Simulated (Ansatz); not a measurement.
# A cut through the energy surface

H3S2O (SMILES [OH2+]SS) (charge +1), closed shell, at its PBE0-D4/def2-TZVP minimum:

```
6
angstrom
O -0.9644 0.3664 -0.5719
S -0.0063 -0.9303 0.5866
S 1.8500 -0.6338 0.1959
H -1.4844 -0.0776 -1.2627
H -1.5459 0.9585 -0.0660
H 2.1510 0.3168 1.1181
```

The bond length S2–S3 (1.920 Å at the minimum) is set to the values below, the two halves moving rigidly along the bond. Each method's energies count from its own value at the PBE0-D4 minimum structure. Computed with Ansatz 0.2.0 (basis: def2-TZVPP); correlated methods freeze the cores. B3LYP uses VWN-RPA correlation.

```tsv
bond length (Å)	CCSD(T) (kJ/mol)	r2SCAN-D4 (kJ/mol)	B3LYP-D4 (kJ/mol)	PBE0-D4 (kJ/mol)	HF (kJ/mol)
1.728	75.6	69.6	73.7	66.3	67.5
1.767	46.3	41.8	45.3	39.2	40.1
1.823	18.6	16.0	18.3	14.3	14.8
1.889	2.6	1.9	2.6	1.3	1.5
1.962	0.3	1.3	0.2	2.1	1.8
2.041	10.3	13.0	9.7	15.3	14.2
2.124	29.9	34.3	28.6	38.1	35.9
2.212	56.7	62.9	54.8	68.4	64.4
2.304	88.0	96.2	85.7	103.4	97.1
```

Minimum and curvature along this coordinate at CCSD(T): A fifth-order fit through the nearest points gives 1.937 Å, with a curvature of about 25 eV/Å².

Treat the two halves as rigid bodies and work out the harmonic wavenumber of this stretch from that curvature (ν̃ = 521.5 √(k/μ) cm⁻¹ with k in eV/Å² and μ in u).

The halves weigh 50.08 and 33.07 u, so μ = 50.08 × 33.07/83.15 = 19.918 u and ν̃ = 521.5 √(25/19.918) ≈ 580 cm⁻¹. A true normal mode mixes in other motions, so this is a guide only.

Largest difference from the CCSD(T) curve over the scan: PBE-D4 3.3; wB97M-V 13.6; MP2 23.9 kJ/mol. Each curve counts from its own value at the minimum.

T1 diagnostic: at most 0.029. The T1 diagnostic is large here, which may signal multireference character or strong orbital relaxation, so CCSD(T) is less sure. The restricted Hartree–Fock reference is unstable towards an unrestricted one here.

For scale, one of the runs: CCSD(T)/def2-TZVPP, 157 basis functions (an equivalent command: `ansatz run in.yaml --threads 2`). Hardware: 2 CPU threads, shared host. Wall time 18 s; peak host memory 1 GiB.
